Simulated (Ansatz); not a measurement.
# The chlorine atom (doublet): wave-function methods side by side, 6-31++G**

Aim: climb from Hartree-Fock through coupled cluster and multireference methods for the chlorine atom (doublet) at one geometry and basis, and see what each rung misses.

Program: Ansatz 0.2.0, Gaussian basis. Level of theory: 6-31++G**, core rule «outside noble gas», up to 5 orbitals frozen. These are calculated values, not measurements.

Plan: UHF; CCSD(T) on ROHF; CCSD(T) on UHF; BCCD(T) on ROHF; CISD; CCSDT(Q) on ROHF; CCSDT(Q) on UHF; CISDTQ; CCSDTQ on ROHF; CCSDTQ on UHF; CASSCF and MRCISD+Q, 7 electrons in 4 orbitals; CASSCF and MRCISD+Q(relaxed), 7 electrons in 4 orbitals; CASSCF and NEVPT4(SD), 7 electrons in 4 orbitals; CASSCF and NEVPT2, 7 electrons in 4 orbitals.

## 1. The atom

A free atom, in its lowest state of this spin that the program finds.

1 atom, charge 0, spin multiplicity 2.

## 2. UHF

Contents of in.yaml:

```yaml
crystal:
  periodic: [false, false, false]
  atoms:
    - {symbol: Cl, position_ang: [0.000000, 0.000000, 0.000000]}
basis:
  gaussian: {orbitals: "6-31++G**"}
magnetization: {spin_polarized: true, initial_magnetization: 1}
hamiltonian: {xc: hf}
output: {orbitals: {seedname: orbitals}}
```

Run with:

```
ansatz run in.yaml --threads 1 --pin off --events-out ev --progress --plain --max-ram 2393MiB
```

After this run come: CCSD(T) on ROHF; CCSD(T) on UHF; BCCD(T) on ROHF; CISD; CCSDT(Q) on ROHF; CCSDT(Q) on UHF; CISDTQ; CCSDTQ on ROHF; CCSDTQ on UHF; CASSCF and MRCISD+Q, 7 electrons in 4 orbitals; CASSCF and MRCISD+Q(relaxed), 7 electrons in 4 orbitals; CASSCF and NEVPT4(SD), 7 electrons in 4 orbitals; CASSCF and NEVPT2, 7 electrons in 4 orbitals.

Before running them: what should the planned runs give, taken together? Wanted: UCCSDTQ below the RHF energy; RMP2 from UCCSDTQ; UMP2 from UCCSDTQ; RCCSD from UCCSDTQ; RCCSD(T) from UCCSDTQ; UCCSD(T) from UCCSDTQ; RCCSDT(Q) from UCCSDTQ; UCCSDT(Q) from UCCSDTQ; NEVPT2 valence from UCCSDTQ.

**Answer**, as computed:

```
                         quantity                                                                                                                            value
     UCCSDTQ below the RHF energy                                                                                                                       -3.4761 eV
                RMP2 from UCCSDTQ                                                                                                                       +493.7 meV
                UMP2 from UCCSDTQ                                                                                                                       +506.0 meV
               RCCSD from UCCSDTQ                                                                                                                        +54.5 meV
            RCCSD(T) from UCCSDTQ                                                                                                                        +10.0 meV
            UCCSD(T) from UCCSDTQ                                                                                                                         +9.6 meV
           RCCSDT(Q) from UCCSDTQ                                                                                                                         +0.5 meV
           UCCSDT(Q) from UCCSDTQ                                                                                                                         +0.2 meV
      NEVPT2 valence from UCCSDTQ                                                                                                                       +834.4 meV
  NEVPT4(SD) valence from UCCSDTQ                                                                                                                        +70.2 meV
    MRCISD+Q valence from UCCSDTQ                                                                                                                         -3.5 meV
levels within 1 kcal/mol (43 meV)  RCCSD(T), UCCSD(T), BCCD(T), RCCSDT, UCCSDT, CISDTQ, RCCSDT(Q), UCCSDT(Q), RCCSDTQ, MRCISD+Q valence, MRCISD+Q(relaxed) valence
                    T1 diagnostic                                                                                                                            0.011
   effectively unpaired electrons                                                                                                                             1.00
```

In words: RCCSD(T) lands +10.0 meV from the yardstick (0.3 % of the correlation energy). One determinant dominates. Of the multireference levels listed MRCISD+Q valence comes nearest in total energy (-3.5 meV), which doesn't show that its space is the better one. These misses are within one basis, not against nature; the frozen cores of restricted and unrestricted runs differ, which can shift their rows.
